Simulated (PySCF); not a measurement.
Molecule: `C=CS(C)(=O)=O`, C$_{3}$H$_{6}$O$_{2}$S.

Geometry:
| atom | x (Å) | y (Å) | z (Å) |
| --- | --- | --- | --- |
| C1 | 1.978 | -0.079 | 0.753 |
| C2 | 1.090 | 0.191 | -0.198 |
| S3 | -0.551 | 0.698 | 0.260 |
| C4 | -1.588 | -0.631 | -0.325 |
| O5 | -0.636 | 0.711 | 1.719 |
| O6 | -0.867 | 1.885 | -0.527 |
| H7 | 3.014 | -0.329 | 0.512 |
| H8 | 1.676 | -0.037 | 1.805 |
| H9 | 1.296 | 0.204 | -1.272 |
| H10 | -1.472 | -0.734 | -1.411 |
| H11 | -1.326 | -1.555 | 0.206 |
| H12 | -2.614 | -0.322 | -0.081 |

Geometry PBE0-D3(BJ)/def2-SVP throughout; GIAO in PySCF 2.14.0 with density-fitted response routines, gas phase, one conformer, non-relativistic; equivalent atoms averaged; basis pcSseg-1.

For orientation, BHandHLYP gives these absolute shieldings σ: C1 43.0, C2 35.8, C4 138.1, S3 200.6, O5/O6 139.0, H8 24.55, H7 25.07, H9 24.99, H10/H11/H12 28.86 ppm.

A run gave: C1 46.7, C2 36.3, C4 138.3, S3 208.3, O5/O6 124.3, H8 24.47, H7 24.92, H9 24.70, H10/H11/H12 28.67 ppm (absolute shieldings σ).

Which functional was used in that run?
A. KT2
B. CAM-B3LYP
C. PBE0
D. B97-2
E. WP04

Answers

C. C1 tells them apart best: PBE0 gives 46.7, CAM-B3LYP gives 41.3, KT2 gives 58.5, WP04 gives 36.4, B97-2 gives 49.5 ppm.
